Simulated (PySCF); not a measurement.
## C5H4O2: core ionisation energies

Pyranone, C5H4O2.
Atom-mapped SMILES: `[O:1]=[c:2]1[cH:3][cH:4][o:5][cH:6][cH:7]1`

Level of theory: delta-SCF UKS SCAN, pcX-2 on the ionised atom, pcseg-1 elsewhere, spin-free X2C in PySCF. These are vertical core ionisation energies against the vacuum level, from separate self-consistent calculations with and without the core hole.

Problem. What binding energy does each computed site have?

Solution. 
```tsv
atom(s)	environment	level	binding energy (eV)	above the level's lowest (eV)	count
C3/C7	unsaturated ring CH carbon	C 1s	290.90	0.00	2
C4/C6	unsaturated ring CH carbon	C 1s	292.95	+2.05	2
C2	ring carbonyl carbon	C 1s	293.06	+2.16	1
O1	carbonyl oxygen	O 1s	536.62	0.00	1
O5	ring oxygen	O 1s	540.77	+4.15	1
```

The listed C 1s values span 2.16 eV, from C3/C7 (bonded to 2 C (aromatic in the SMILES) and H) to C2 (bonded to O (double bond) and 2 C (aromatic in the SMILES)). Summing the Pauling electronegativity differences to the bonded atoms, each weighted by its formal bond order, gives -0.35 for the lowest site and +1.78 for the highest; no listed site has a larger sum than the highest.

The listed O 1s values span 4.15 eV, from O1 (bonded to C (double bond)) to O5 (bonded to 2 C (aromatic in the SMILES)).

Problem. Which effective nuclear charge Zeff reproduces each element's mean 1s value in the hydrogen-like formula E = 13.606 eV × Zeff²?

Solution. C (Z = 6): mean 292.2 eV, Zeff = 4.63, Z − Zeff = 1.37; O (Z = 8): mean 538.7 eV, Zeff = 6.29, Z − Zeff = 1.71. Means run over the listed sites, weighted by atom count.

The first atom of each set that the bonding makes equivalent was ionised and stands for the set. Isolated species at its GFN2-xTB geometry, gas phase.
